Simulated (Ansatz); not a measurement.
[Br···H···O], triplet in cc-pVDZ: errors against UCCSDT(Q)

Geometry: a point of a hydrogen-transfer path between rigid fragments, not a stationary point.

```xyz
3

Br    0.0000    0.0000   -1.4590
H     0.0000    0.0000    0.1600
O     0.0000    0.0000    1.2990
```

Basis cc-pVDZ; Ansatz 0.2.0. Correlated methods freeze the noble-gas cores and the filled d shells of p-block atoms, which leaves 14 electrons in 31 orbitals. Prefix R: restricted or restricted open-shell reference; prefix U: unrestricted. Active spaces: pair = (4e, 4o) about the gap; valence = (14e, 9o) chosen from the atoms' valence shells. No spin–orbit coupling is included, and no scalar relativity.

Full CI isn't at hand for all of this; UCCSDT(Q) serves as the reference, and is uncertain by about the last step of the cluster series. The frozen core follows each run's orbitals, which can shift R against U totals by a few meV for light atoms and by up to 0.1 eV past Ca.

The UHF ⟨S²⟩ is 2.063. The T1 diagnostic (RCCSD) is 0.0209 and the largest doubles amplitude (RCCSD) is 0.070. The T1 diagnostic (UCCSD) is 0.0175.

| level | E − E(UCCSDT(Q)) (mEh) | share of correlation (%) | wall time |
| --- | --- | --- | --- |
| UHF | 289.07 | 6.43 | – |
| UMP2 | 37.63 | 87.82 | – |
| UCCSD | 6.01 | 98.06 | – |
| UCCSD(T) | 1.22 | 99.61 | 12 s |
| UCCSDT | 0.55 | 99.82 | – |

The correlation energy at UCCSDT(Q), counted from RHF, is -8.406 eV. That run took 24 s on 1 thread of Arm Neoverse V2, shared host.

Run but not shown, since their state or frozen core can't be matched to the reference's or they repeat it: RHF, RMP2, CISD, RCCSD, RCCSD(T), BCCD(T), RCCSDT, RCCSDT(Q), CASSCF (pair space), MRCISD (pair space), MRCISD+Q (pair space), CASSCF (valence space), NEVPT2 (valence space), MRCISD (valence space), MRCISD+Q (valence space).

Times hold each run's SCF and search for its determinant on a shared host, so for small cases they say little of a method's own cost; they ran on 1 thread of Arm Neoverse V2.

Natural occupations of CASSCF (valence space) about the gap: 1.999 1.997 1.955 1.003 1.001 0.046; effectively unpaired electrons, Σ n²(2−n)², 2.02.
